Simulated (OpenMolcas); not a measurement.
How methods differ on SiO2 (silicon dioxide molecule)

The species is SiO2 (3 atoms), meant as a singlet with charge 0. SMILES: `O=[Si]=O`. Geometry: relaxed at PBE0-D4/def2-TZVP.

| atom | x (Å) | y (Å) | z (Å) |
| --- | --- | --- | --- |
| O | 0.6977 | 1.2296 | 0.5188 |
| Si | 0.0000 | 0.0000 | 0.0000 |
| O | -0.6977 | -1.2296 | -0.5188 |

Quantity: the energy change with the Si2–O3 bond stretched from 1.506 to 2.259 Å, in eV. The values are calculated.

| level | kind | program | value (eV) | less FCI/STO-3G |
| --- | --- | --- | --- | --- |
| HF/STO-3G (restricted) | Hartree–Fock | OpenMolcas | 1.46 | -1.09 |
| PBE/STO-3G (unrestricted) | GGA | OpenMolcas | 2.77 | +0.22 |
| MP2/STO-3G (restricted) | perturbation theory | OpenMolcas | 2.78 | +0.23 |
| CASSCF(2,2)/STO-3G | multireference | OpenMolcas | 1.48 | -1.07 |
| MRCI(2,2)/STO-3G | multireference | OpenMolcas | 2.63 | +0.08 |
| SC-NEVPT2(2,2)/STO-3G | multireference | OpenMolcas | 2.37 | -0.18 |
| CISD/STO-3G (restricted) | coupled cluster or CI | OpenMolcas | 2.26 | -0.29 |
| FCI/STO-3G | exact in the basis | OpenMolcas | 2.55 | 0.00 |

FCI/STO-3G is exact within its basis and frozen core, so for wave-function methods in that basis the difference is their error; functionals converge differently with the basis, so for them it is only a difference. The first shape isn't each level's own minimum. The values span 1.46 to 2.78 eV. Spin contamination of the reference (⟨S²⟩ at least 0.1 too high) touches PBE/STO-3G. All rows use very small basis sets, so none should be taken for the real molecule's value.
